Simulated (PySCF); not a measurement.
C4H4O2.
Structure used (PBE0-D3(BJ)/def2-SVP), in Å, numbered top down from 1:
```xyz
10
C4H4O2 angstrom
O      3.0709   -0.7503   -0.5000
C      2.0593   -0.3231   -0.1175
C      0.9205    0.1676    0.3199
C     -0.4387   -0.2816   -0.1207
C     -1.5083    0.6827    0.3167
O     -1.3151    1.6633    0.9803
H      0.9801    0.9831    1.0492
H     -0.7318   -1.2666    0.2957
H     -0.5307   -0.3971   -1.2161
H     -2.5410    0.4056   -0.0170
```

Method: EOM-IP-CCSD/aug-cc-pVDZ in PySCF, restricted Hartree–Fock reference, 6 core orbitals frozen, non-relativistic, gas phase, PBE0-D3(BJ)/def2-SVP geometry.

The vertical ionisation energies are 9.11, 10.29, 13.51, 13.59, 15.09, 15.19, 15.47, 16.09 eV.

Question: Which Hartree–Fock orbital leads each hole, and what is its Koopmans value −ε?

Answer: 
```tsv
leading hole (HF orbital)	Koopmans (eV)	EOM-IP-CCSD (eV)	change (eV)	one-hole share
HOMO	9.67	9.11	-0.56	0.96
HOMO-1	11.98	10.29	-1.69	0.95
HOMO-2	14.28	13.51	-0.77	0.94
HOMO-3	14.79	13.59	-1.20	0.95
HOMO-4	16.69	15.09	-1.60	0.94
HOMO-5	16.94	15.19	-1.75	0.90
HOMO-6	17.30	15.47	-1.83	0.94
HOMO-7	17.80	16.09	-1.71	0.93
```

Question: Does the order of the lines follow the orbital energies?

Answer: Yes, no two lines change places. The corrections run from -1.83 to -0.56 eV, with a mean of -1.39 eV over the 8 lines; no line lies above its Koopmans value.

Question: At what kinetic energies would He I light (21.22 eV) eject these electrons?

Answer: 12.11 eV (HOMO), 10.93 eV (HOMO-1), 7.71 eV (HOMO-2), 7.63 eV (HOMO-3), 6.13 eV (HOMO-4), 6.03 eV (HOMO-5), 5.75 eV (HOMO-6), 5.13 eV (HOMO-7).

Question: What total energy has the lowest final state, and which wavelength reaches it?

Answer: E(CCSD) + ionisation energy = -304.47009 + 0.33476 = -304.13533 Eh, at the geometry of the initial state. The threshold wavelength is 1239.84 eV nm/9.11 eV = 136.1 nm.

Lines less than 0.15 eV apart could change places at a higher level. One root was sought for each valence orbital with −ε under 21 eV, eight at most, so deeper holes and satellites are missing; no vibrational structure.

One conformer stands for the species.
